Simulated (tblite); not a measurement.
C4H3N2 (doublet state).
Atom-mapped SMILES: `[H]/[N:4]=[C:3](\[C:2]#[CH:1])[CH:5]=[N:6]` (hydrogens: H7 on C1; H8 on N4; H9 on C5)
Bond orders are those of one Lewis drawing.

Computed with GFN2-xTB (tblite), gas phase: L-BFGS steps from a force-field or distance-geometry start until the largest atomic force falls under 0.01 eV/Å.

Step 10: E = -427.7475 eV
```
atom  x, y, z in Å  |  force x, y, z in eV/Å
C1      1.9259   -0.9913   -0.0915    0.283  -0.216  -0.015
C2      0.8424   -0.4791   -0.0436   -0.113   0.275   0.006
C3     -0.2653    0.4061    0.0181   -0.032  -0.008   0.007
N4     -0.1776    1.6650    0.0652   -0.028  -0.119  -0.015
C5     -1.6262   -0.2283    0.0307   -0.109   0.189   0.028
N6     -1.8805   -1.4190   -0.0054   -0.027  -0.106  -0.010
H7      2.8338   -1.5173   -0.1346   -0.018  -0.069  -0.002
H8      0.7736    2.0263    0.0518   -0.082   0.095   0.012
H9     -2.4126    0.5436    0.0841    0.127  -0.041  -0.012
```

Step 11: E = -427.7505 eV
```
atom  x, y, z in Å  |  force x, y, z in eV/Å
C1      1.9267   -0.9963   -0.0919    0.142  -0.140  -0.007
C2      0.8436   -0.4802   -0.0439   -0.005   0.208   0.004
C3     -0.2650    0.4040    0.0185   -0.007  -0.019   0.001
N4     -0.1787    1.6625    0.0648   -0.061  -0.069  -0.008
C5     -1.6309   -0.2297    0.0311    0.025   0.106   0.019
N6     -1.8783   -1.4228   -0.0057   -0.041   0.021  -0.003
H7      2.8352   -1.5209   -0.1347   -0.013  -0.075  -0.003
H8      0.7671    2.0391    0.0526   -0.102   0.024   0.008
H9     -2.4062    0.5502    0.0839    0.061  -0.057  -0.009
```

Task: Estimate the geometry and energy of step 12. (The exact step hangs on the optimiser's Hessian estimate; all steps are aligned on step 11, rigid shifts and turns removed.)

Result: E = -427.7525 eV, largest force 0.149 eV/Å
```
atom  x, y, z in Å  |  force x, y, z in eV/Å
C1      1.9278   -1.0007   -0.0921   -0.008  -0.056   0.000
C2      0.8466   -0.4775   -0.0440    0.111   0.100   0.000
C3     -0.2651    0.4023    0.0188    0.029  -0.014  -0.003
N4     -0.1803    1.6603    0.0645   -0.090  -0.001  -0.001
C5     -1.6335   -0.2296    0.0317    0.116   0.000   0.007
N6     -1.8778   -1.4240   -0.0060   -0.046   0.094   0.001
H7      2.8361   -1.5248   -0.1348   -0.003  -0.078  -0.004
H8      0.7616    2.0468    0.0531   -0.105  -0.014   0.004
H9     -2.4017    0.5532    0.0837   -0.003  -0.031  -0.005
```

The energy changes by -0.0020 eV. The first-order estimate −F·Δx gives -0.0027 eV and the mean of the old and new forces, exact on a quadratic surface, -0.0019 eV. The step makes an angle of 58° with the force vector and moves no atom by more than 0.009 Å.

What follows is the cost of the whole relaxation. Time: 0.2 s wall. Hardware: one thread of an Arm Neoverse N1, no GPU, on a shared host.
